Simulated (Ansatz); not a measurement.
System: cubic perovskite BaTiO3 (cubic high-temperature phase). Method: r²SCAN+rVV10 (Ansatz, a first-principles code, PAW).

The input as run:

Ansatz 0.2 input:
```yaml
crystal:
  lattice:
    - [4.0348880987, 0.0, 0.0]
    - [0.0, 4.0348880987, 0.0]
    - [0.0, 0.0, 4.0348880987]
  atoms:
    - { symbol: Ba, position: [0.0, 0.0, 0.0] }
    - { symbol: Ti, position: [0.5, 0.5, 0.5] }
    - { symbol: O, position: [0.5, 0.0, 0.5] }
    - { symbol: O, position: [0.0, 0.5, 0.5] }
    - { symbol: O, position: [0.5, 0.5, 0.0] }
basis:
  ecutwfc: 560
  ecutrho_ratio: 4
  xc_grid: 3
kpoints:
  mp_grid: { grid: [8, 8, 8] }
hamiltonian:
  xc: r2scan
  dispersion: rvv10
  pseudopotentials: { kind: paw }
scf:
  occupations: { method: fermi_dirac, width: 0.01 }
  convergence: { dr2_threshold: 0.0000000005 }
output:
  forces: true
  stress: true
  eigenvalues: true
```

Q: How many irreducible k-points, plane waves at Γ does the program set up, and what pressure does the run end with?

A: 35 irreducible k-points, 1935 plane waves at Γ; P = -6.67 GPa, so the cell is stretched on average and its volume would shrink at this level.

From the output:

```
Crystal: 5 atoms, lattice volume = 65.689 Å³
Basis set: ecut = 560 eV, 1935 PW (Γ), exchange–correlation on 96×96×96 points (27 copies of the dense FFT grid, shifted against one another)
Bands: 25, of which v1, the nominal top of the filled ones, is band 20 counted from 1 (19 counted from 0)
Symmetry: 48 space group operations
Space group: Pm-3m (ITA 221), of the structure as read, at distance tolerance 4.0e-5 Å
k-points: 35 of 512
Functional: x = r2scan, c = r2scan + rvv10(b = 11.95, C = 0.0093); τ floored in thin density (d = 2e-4 eV/Å³)
SCF iter   1: F=—  HF=-10180.096428 eV  |F-HF|=—  |Δ(HF+E_count)|=         —  Δρ=2.09e-2  dr2=3.73e-1  dr2_τ=2.15e-1
SCF iter   2: F=—  HF=-10180.192506 eV  |F-HF|=—  |Δ(HF+E_count)|=   9.61e-2  Δρ=1.13e-2  dr2=5.22e-2  dr2_τ=2.01e-2
  ...
SCF iter   8: F=—  HF=-10180.183928 eV  |F-HF|=—  |Δ(HF+E_count)|=   8.58e-9  Δρ=4.06e-6  dr2=1.12e-8  dr2_τ=2.43e-10
SCF iter   9: F=-10180.183928 eV  HF=-10180.183928 eV  |F-HF|=7.28e-12  |Δ(HF+E_count)|=  9.46e-10  Δρ=2.36e-7  dr2=2.99e-11  dr2_τ=3.37e-12
SCF 1 converged in 9 iterations: F = -10180.183928 eV  dr2 = 2.99e-11
SCF converged after 9 iterations
Free energy (F): -10180.183928 eV
Internal energy: -10180.183928 eV  (E = F + TS)
E sigma→0 (E₀):  -10180.183928 eV
Fermi energy:    10.688160 eV
--- Forces (eV/Å), atoms counted from 1 ---
  atom   1  Ba    -0.00000000     0.00000000    -0.00000000
  atom   2  Ti     0.00000000     0.00000000    -0.00000000
  atom   3  O      0.00000000    -0.00000000     0.00000000
  atom   4  O      0.00000000    -0.00000000     0.00000000
  atom   5  O      0.00000000     0.00000000     0.00000000
--- Stress (GPa, compression-positive) ---
       -6.674560       0.000000      -0.000000
        0.000000      -6.674560       0.000000
        0.000000       0.000000      -6.674560
  P = ⅓ Tr σ = -6.6746 GPa (-66.746 kbar)
```

The cell is one volume of an energy–volume scan, off the minimum.

The PAW data were made under PBE.

Note: held by symmetry at 0 K, a high-temperature phase can be a saddle point.
